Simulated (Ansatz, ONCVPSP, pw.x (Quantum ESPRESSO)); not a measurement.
**Ir: one change to the ONCV potential, in the atom and in the fcc crystal**

* Element: iridium (Ir)
* Generator: ONCVPSP 4.0.1.1 (patched build)
* Type: optimised norm-conserving Vanderbilt (ONCV)
* Functional: LDA (Perdew-Wang 92)
* Relativity: scalar-relativistic
* Frozen core: [Kr] 4d10 4f14
* Valence charge: 17
* Reference configuration: 5s2 5p6 5d7 6s2
* Partial waves: 5s+6s: rc 1.40 bohr, ncon 4, nbas 8, qcut 7.2 1/bohr, 2 projectors; 5p: rc 1.95 bohr, ncon 3, nbas 7, qcut 8.4 1/bohr, 2 projectors, debl 1.6 Ha; 5d: rc 1.50 bohr, ncon 4, nbas 8, qcut 6.1 1/bohr, 2 projectors, debl 2 Ha
* Local potential: polynomial inside 1.25 bohr (lpopt 4, dvloc0 6 Ha)
* Core correction: none

In the p channel the program set the typed energies aside and used -2.018, 0.250 Ha.

Change: local potential polynomial inside 0.84 bohr (lpopt 4, dvloc0 6 Ha).

Cutoffs, loose and tight: the cutoffs (Ha) at which the residual kinetic energy of the hardest occupied pseudo-wave falls to 1 and 0.1 mHa per electron. They do not see the model core or the augmentation charge, which bear on the density cutoff. Test errors are all-electron minus pseudo excitation energies from the reference, over the configurations 5s2 5p6 5d7 6s1; 5s2 5p6 5d7 6s0; 5s2 5p6 5d6 6s0; 5s2 5p6 5d7 6s1 6p1; variants that change the core or the reference have their own tests.

Crystal test: fcc Ir in pw.x 7.5, no spin, 15³ k-points, Fermi–Dirac smearing 0.01 Ry, cutoffs set for each file from its atomic test. The reference is all-electron LAPW (Ansatz 0.2.0) with the same functional, mesh and smearing; V0 and B0 come from Birch–Murnaghan fits to the pressures at five volumes. Errors are pseudo minus all-electron; Δ is the rms difference of the E(V) curves that follow from these fits, minima aligned, over ±6 % about the mean V0. Mesh and smearing are coarse, so the numbers serve the comparison and aren't converged zero-temperature values; the lattice is a test structure that the element need not adopt.

All-electron: a0 = 3.812 Å (V0 = 13.85 Å³/atom), B0 = 402.4 GPa.

Does the change bring the crystal closer to the all-electron result?

The mean pressure error goes from -2.55 to -5.58 GPa, so the change moves the solid further from the all-electron pressures.

```tsv
quantity	base	changed
outcome (atom)	generated, projector energies reset by the program	generated, projector energies reset by the program
cutoff, loose (atom)	24 Ha	24 Ha
cutoff, tight (atom)	61 Ha	61 Ha
bound ghosts (atom)	none	none
largest test error (meV) (atom)	-15	-15
cutoffs in pw.x (Ry)	140/560	140/560
a0 (Å)	3.804	3.794
a0 error (%)	-0.21	-0.47
B0 error (%)	+0.5	+1.0
Δ (meV/atom)	7.9	17.5
mean pressure error (GPa)	-2.55	-5.58
```
